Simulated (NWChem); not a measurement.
Total energies of C2H5O

SMILES: CC[O]
```xyz
8

C     -1.1839     0.2530     0.0000
C      0.3421     0.3570     0.0000
O      1.0449    -0.7891     0.0000
H     -1.6601     1.2549     0.0000
H     -1.5328    -0.2999    -0.8953
H     -1.5328    -0.2999     0.8953
H      0.7085     0.9988     0.8606
H      0.7085     0.9988    -0.8606
```
Charge 0, spin multiplicity 2.

The numbers come from NWChem runs, not from measurements. All single points use one geometry, from UPBE/def2-SVP, a minimum by its harmonic frequencies.

Basis set: STO-3G (20 functions).

```json
[
 {"method": "UHF", "total energy (Ha)": "-151.52978"},
 {"method": "UMP2", "total energy (Ha)": "-151.64917"},
 {"method": "UB2PLYP", "total energy (Ha)": "-152.13440"},
 {"method": "UPBE", "total energy (Ha)": "-152.18185"},
 {"method": "UB3LYP", "total energy (Ha)": "-152.37514"},
 {"method": "UPBE0", "total energy (Ha)": "-152.22381"}
]
```

Total energies of different functionals aren't comparable as a measure of quality: only differences taken within one method are. 

The correlated methods keep 3 core orbitals frozen. B3LYP has NWChem's definition, with VWN1-RPA local correlation. The structure started from a generated list of species. The unpaired electrons of the parent sit in orbitals of symmetry a" (Cs labels of the run); other states weren't searched. No SCF solution was tested for a lower state. Open-shell Hartree-Fock references start from PBE0 orbitals.
